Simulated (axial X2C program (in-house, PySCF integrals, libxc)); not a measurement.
BCO: properties at the nuclei

Calculated with an axial X2C code built on PySCF integrals: two-component X2C with atomic mean-field Coulomb and Gaunt terms, Gaussian nuclei, basis B dyall-v3z, C dyall-v3z, O dyall-av3z with contracted cores.

B–C–O held linear, with bonds 1.413 and 1.162 Å (near the PBE0 minimum at charge 0 of the determinant lowest at the starting distance; the state shown can have its own minimum elsewhere, held linear; other orders of the atoms were not compared).

Input and command:
```json
{"zs": [5, 6, 8], "q": 0, "bas": ["dyall-v3z", "dyall-v3z", "dyall-av3z"], "r0": [1.55, 1.15], "symm": 0, "scan": ["PBE0", "HF", "r2SCAN"], "levels": ["PBE0", "HF", "TPSSh"], "nst": 2}
```
```bash
python solin.py task.json out
```

Keys: zs atomic numbers; q charge; bas basis sets; r0 starting distance in Å; symm equal bonds; scan levels of the two-bond scan; levels methods; nst determinants followed.

Determinant lowest in the PBE0 search, Ω = 3/2 (⟨Sz⟩ = 1.50, ⟨Lz⟩ = 0.00 at PBE0), spin on the atoms B 1.09, C 0.21, O 0.20:

```
level  Eeff magnitude (GV/cm)  Ws magnitude B (kHz)  Ws magnitude C (kHz)  Ws magnitude O (kHz)  A∥/gI B (MHz)  qzz B (a.u.)  A∥/gI C (MHz)  qzz C (a.u.)  A∥/gI O (MHz)  qzz O (a.u.)  μ (D)
 PBE0                  0.0124                0.0025              0.000477              0.000357            208         -0.12           20.2         -0.52          -17.9          0.06  -0.89
   HF                  0.0126               0.00249              0.000139              0.000663            218         -0.12          -3.46         -0.74           10.5          0.04  -0.95
TPSSh                   0.013               0.00244              0.000563               0.00047            208         -0.11           23.8         -0.49            -20          0.07  -0.85
```

Eeff is the effective electric field on the electron electric dipole moment in this Ω state and Ws the scalar–pseudoscalar constant of the nucleus named (defined with the proton number Z and per Ω); A∥ (defined per Ω) follows by multiplying with gI = μI/(I μN); qzz is the electric field gradient, eQq0 = 234.96 MHz × Q/barn × qzz; μ is positive if the O end (last atom) is positive. The operators were transformed with the bare-nucleus X2C matrices; with these basis sets, hyperfine constants and field gradients can be off by tens of per cent, and where levels differ in sign neither size nor sign is settled.

Q: With gI(11B) = 1.7924, Q(11B) = 0.04059 barn, Q(17O) = -0.02558 barn (g factors from the IAEA table of nuclear moments by Stone; Q from Pyykkö, Mol. Phys. 2018), turn the PBE0 values of the first state into constants in MHz.

A: A∥(11B) = 208 × 1.7924 = 373 MHz; eQq0(11B) = 234.96 × (0.04059) × (-0.12) = -1.14 MHz; eQq0(17O) = 234.96 × (-0.02558) × (0.06) = -0.361 MHz.

The molecule was held linear; bending was not examined, so a bent shape may lie lower.

Each state is one determinant with collinear spin, which with several unpaired electrons need not be a pure state. Unrestricted Hartree–Fock can overshoot spin polarisation at the nuclei. This is the top spin component of a Σ state; components of lower Ω are not single determinants and can lie lower. With several open shells hyperfine constants can be off by a factor of several. The search compared states at one distance, so a state with another bond length can lie lower. Further determinants of the search, some of them spin-mixed, are not shown. Where a field gradient or hyperfine factor spreads by more than a factor of two over the levels, a constant derived from it is not to be relied on.
